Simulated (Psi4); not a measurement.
**BSiH2F (SMILES B[Si]F): U-wB97M-V/aug-cc-pVDZ**

Wanted: the energy of BSiH2F. Input form: a Python script.

The results are computed with Psi4 1.11.

2 further runs of the same task are left out: 2 set aside as unsound or not needed.

## Step 1: The structure to begin with

BSiH2F has 5 atoms, charge 0, and is taken as a triplet. As SMILES, `B[Si]F`. The B1–H4 distance was set to 1.756 Å, away from the relaxed value. At this shape a bond of the SMILES string is far longer than usual.

Bond lengths: B1–Si2 1.877 Å, Si2–F3 1.654 Å, B1–H5 1.174 Å. Angles: B1–Si2–F3 118.5°, Si2–B1–H5 119.8°. A long bond or contact: B1–H4 1.756 Å.

## Step 2: A single-point energy at U-wB97M-V/aug-cc-pVDZ

bfh2si.xyz reads:

```xyz
5
BFH2Si
B      0.352597     0.195016     0.172638
Si    -0.772373    -1.298154     0.003108
F     -0.402223    -2.666814     0.855718
H     -0.000350     1.667090    -0.717680
H      1.292937     0.140126     0.873288
```

job.py reads:

```python
import psi4

psi4.set_memory('1600 MB')
psi4.set_num_threads(1)
psi4.core.set_output_file('psi4.out', False)

with open('bfh2si.xyz') as f:
    atoms = ''.join(f.readlines()[2:])
mol = psi4.geometry('0 3\n' + atoms + 'symmetry c1\nno_reorient\nno_com')

psi4.set_options({
    'basis': 'aug-cc-pVDZ',
    'reference': 'uks',
    'puream': True,
    'e_convergence': 1e-09,
    'd_convergence': 1e-08,
    'scf_type': 'pk',
    'dft_radial_points': 99,
    'dft_spherical_points': 590,
    'maxiter': 200,
})

E = psi4.energy('wb97m-v', molecule=mol)
print('E =', round(E, 9))
```

Started as:

```bash
python job.py
```

What values should one expect? Wanted: total energy; dipole moment; HOMO energy; LUMO energy; ⟨S²⟩.

Computed results:

At U-wB97M-V/aug-cc-pVDZ:

| quantity | value |
| --- | --- |
| total energy | -415.21456 Eh |
| dipole moment | 1.07 D |
| HOMO energy (highest over α and β) | -8.69 eV |
| LUMO energy (lowest over α and β) | -2.09 eV |
| ⟨S²⟩ | 2.006 |
